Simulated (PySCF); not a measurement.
## Level sweep

C₄H₉Cl.
SMILES: `CC(C)(C)Cl`

PySCF, dipoles from the SCF density, polarisabilities from static response with core orbitals frozen. Geometry: PBE0-D3(BJ)/def2-SVP; no solvent, vibrations or thermal averaging.

Question: Compare the levels for these properties.

Answer: 

```json
{"level": "LDA/def2-SVPD", "μ (D)": "2.299", "error (%)": "+7.9", "α (Å³)": "10.21", "anisotropy (Å³)": "1.21"}
{"level": "PBE/def2-SVPD", "μ (D)": "2.278", "error (%)": "+7.0", "α (Å³)": "10.07", "anisotropy (Å³)": "1.25"}
{"level": "B3LYP/def2-SVPD", "μ (D)": "2.318", "error (%)": "+8.8", "α (Å³)": "9.80", "anisotropy (Å³)": "1.29"}
{"level": "PBE0/def2-SVPD", "μ (D)": "2.350", "error (%)": "+10.3", "α (Å³)": "9.70", "anisotropy (Å³)": "1.25"}
{"level": "BHandHLYP/def2-SVPD", "μ (D)": "2.400", "error (%)": "+12.7", "α (Å³)": "9.46", "anisotropy (Å³)": "1.30"}
{"level": "CAM-B3LYP/def2-SVPD", "μ (D)": "2.348", "error (%)": "+10.2", "α (Å³)": "9.65", "anisotropy (Å³)": "1.27"}
{"level": "wB97X-D/def2-SVPD", "μ (D)": "2.389", "error (%)": "+12.1", "α (Å³)": "9.61", "anisotropy (Å³)": "1.23"}
{"level": "LC-wPBE/def2-SVPD", "μ (D)": "2.379", "error (%)": "+11.7", "α (Å³)": "9.38", "anisotropy (Å³)": "1.22"}
{"level": "HF/def2-SVPD", "μ (D)": "2.538", "error (%)": "+19.1", "α (Å³)": "9.15", "anisotropy (Å³)": "1.34"}
{"level": "PBE0/6-31G*", "μ (D)": "2.343", "error (%)": "+10.0", "α (Å³)": "7.84", "anisotropy (Å³)": "1.78"}
{"level": "PBE0/6-31+G*", "μ (D)": "2.394", "error (%)": "+12.4", "α (Å³)": "8.97", "anisotropy (Å³)": "1.52"}
{"level": "PBE0/def2-SVP", "μ (D)": "2.072", "error (%)": "-2.7", "α (Å³)": "8.02", "anisotropy (Å³)": "1.23"}
{"level": "PBE0/aug-cc-pVDZ", "μ (D)": "2.310", "error (%)": "+8.4", "α (Å³)": "9.87", "anisotropy (Å³)": "1.28"}
{"level": "PBE0/def2-TZVP", "μ (D)": "2.203", "error (%)": "+3.4", "α (Å³)": "9.25", "anisotropy (Å³)": "1.42"}
{"level": "PBE0/def2-TZVPD", "μ (D)": "2.276", "error (%)": "+6.9", "α (Å³)": "9.89", "anisotropy (Å³)": "1.27"}
```

Reference dipole: 2.130 D (measured, gas; NIST CCCBDB Release 22 (SRD 101), experimental dipoles). The anisotropy is √(½[(α1 − α2)² + (α2 − α3)² + (α3 − α1)²]). For the dipole, the smallest error is 2.7% (PBE0/def2-SVP) and the largest 19.1% (HF/def2-SVPD). The dipole runs from 2.07 D (PBE0/def2-SVP) to 2.54 D (HF/def2-SVPD). No reference polarisability is at hand; against PBE0 in the largest diffuse basis at hand (def2-TZVPD) the other PBE0 rows deviate by 6-31G* -21%, 6-31+G* -9%, def2-SVP -19%, def2-SVPD -2%, aug-cc-pVDZ 0%, def2-TZVP -7%. In one basis (def2-SVPD) the functionals order the polarisability from HF (lowest) to LDA (highest), a spread of 12%. With PBE0 the polarisability is 8.37 Å³ without diffuse functions (mean of 6-31G*, def2-SVP and def2-TZVP) and 9.61 Å³ with them (mean of 6-31+G*, def2-SVPD, aug-cc-pVDZ and def2-TZVPD). Measured values can belong to vibrating molecules and may average over conformers; the computed ones are for one fixed geometry.
